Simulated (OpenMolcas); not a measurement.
How basis sets differ on BSiH4F (SMILES B[SiH2]F)

The species is BSiH4F (7 atoms), meant as a singlet with charge 0. SMILES: `B[SiH2]F`. The shape is that of a GFN2-xTB optimisation.

Quantity: the HOMO–LUMO gap, in eV. The values are calculated.

```tsv
level	kind	program	value (eV)	CPU time
HF/STO-3G	Hartree–Fock	OpenMolcas	15.07	1.6 s
HF/3-21G	Hartree–Fock	OpenMolcas	12.91	1.8 s
HF/def2-SVP	Hartree–Fock	OpenMolcas	12.89	3.3 s
HF/6-311+G** (Cholesky decomposition)	Hartree–Fock	OpenMolcas	12.58	3.5 s
HF/pcseg-2	Hartree–Fock	OpenMolcas	12.66	41 s
```

The values span 12.58 to 15.07 eV. A Hartree–Fock LUMO above zero doesn't converge with the basis: it sinks as sets grow more diffuse. Orbital gaps aren't excitation energies. Times are those of the runs behind each value, whatever else they computed, on shared processors of several kinds: orders of magnitude only.
